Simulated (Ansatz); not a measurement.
Coupled-cluster diagnostics for AlH₃, Ansatz.

Geometry of the singlet (PBE0-D4/def2-TZVP):

```xyz
4

Al    0.000    0.000    0.000
H     0.598   -0.126    1.463
H    -0.886    1.257   -0.389
H     0.288   -1.131   -1.074
```

Correlated methods freeze 5 core orbitals.

**Question.** Estimate the CCSD(T) correlation energy, the shares of MP2 and (T), T1 and the reference's ⟨S²⟩ for: charge 0, singlet, own geometry in def2-TZVPP; charge 0, singlet, own geometry in def2-TZVPD; charge 1, doublet, vertical in def2-TZVPP; charge -1, doublet, vertical in def2-TZVPD; and the rough time on 4 threads of Arm Neoverse V2 on a shared host.

**Answer.** 
| state | basis | correlation (eV) | MP2 share (%) | (T) share (%) | T1 | ⟨S²⟩ (pure) | wall time | remarks |
| --- | --- | --- | --- | --- | --- | --- | --- | --- |
| charge 0, singlet, own geometry | def2-TZVPP | -3.239 | 78.9 | 1.3 | 0.008 | 0.00 (0.00) | 0.3 s | – |
| charge 0, singlet, own geometry | def2-TZVPD | -3.053 | 76.7 | 1.3 | 0.009 | 0.00 (0.00) | 0.25 s | – |
| charge 1, doublet, vertical | def2-TZVPP | -2.506 | 71.5 | 1.7 | 0.032 | 0.84 (0.75) | 0.85 s | spin-contaminated (⟨S²⟩ 0.84) |
| charge -1, doublet, vertical | def2-TZVPD | -3.562 | 76.8 | 2.3 | 0.014 | 0.77 (0.75) | 0.5 s | HOMO above zero |
Customary marks for T1 are 0.02 (closed shells), 0.045 (open shells) and about 0.05 (3d metals). T1 exceeds 0.02 in 1 of 4 rows and 0.045 in 0; the higher it lies, the less the single-reference result can be trusted.
